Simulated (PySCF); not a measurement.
# Magnetisability: SMILES O=C(F)C(F)F, C2HF3O

Molfile (atoms numbered from 1):
```
C2HF3O
     RDKit          3D

  7  6  0  0  0  0  0  0  0  0999 V2000
    1.4322   -1.1257    0.5063 O   0  0  0  0  0  0  0  0  0  0  0  0
    0.8717   -0.2280    0.0047 C   0  0  0  0  0  0  0  0  0  0  0  0
    1.5227    0.7081   -0.7136 F   0  0  0  0  0  0  0  0  0  0  0  0
   -0.6321    0.0854   -0.0141 C   0  0  0  0  0  0  0  0  0  0  0  0
   -1.2983   -0.8013    0.7421 F   0  0  0  0  0  0  0  0  0  0  0  0
   -0.8625    1.3139    0.4915 F   0  0  0  0  0  0  0  0  0  0  0  0
   -1.0303    0.0525   -1.0439 H   0  0  0  0  0  0  0  0  0  0  0  0
  1  2  2  0
  2  3  1  0
  2  4  1  0
  4  5  1  0
  4  6  1  0
  4  7  1  0
M  END
```

Method: GIAO B3LYP/aug-pcSseg-1 magnetisability, rotational g tensor and spin-rotation constants, non-relativistic, gas phase in PySCF. Geometry: GFN2-xTB.

Task: What are the magnetisability and the molar susceptibility?

Result: Isotropic -626 × 10⁻³⁰ J/T², or -37.7 × 10⁻⁶ cm³/mol; principal values -709, -598, -570 × 10⁻³⁰ J/T², anisotropy 127 × 10⁻³⁰ J/T² (root of half the summed squared differences of the principal values). The susceptibility is in cgs units.

Task: Split it along the inertial axes a, b, c into diamagnetic and paramagnetic parts about the centre of mass, with the quadrupole moment.

Result: 
| axis | χ (10⁻⁶ cm³/mol) | diamagnetic (10⁻⁶ cm³/mol) | paramagnetic (10⁻⁶ cm³/mol) | summed x² of all electrons (Å²) | quadrupole Θ (D Å) |
| --- | --- | --- | --- | --- | --- |
| a | -35.2 | -248.4 | 213.2 | 78.6 | -3.09 |
| b | -36.3 | -383.4 | 347.0 | 46.8 | -3.41 |
| c | -41.5 | -532.2 | 490.7 | 11.7 | +6.50 |

Anisotropies 2χaa − χbb − χcc = +7.4 and 2χbb − χaa − χcc = +4.1 × 10⁻⁶ cm³/mol. Θ is traceless in Buckingham's convention.

Task: And the rotational g tensor?

Result: 
```csv
axis,rotational constant (GHz),g,nuclear part,electronic part
a,5.5469,-0.0572,0.4983,-0.5555
b,3.2144,-0.0312,0.4929,-0.5241
c,2.2045,-0.0221,0.4862,-0.5082
```
Asymmetric top; isotopes 12C, 19F, 1H, 16O; no vibrational averaging.
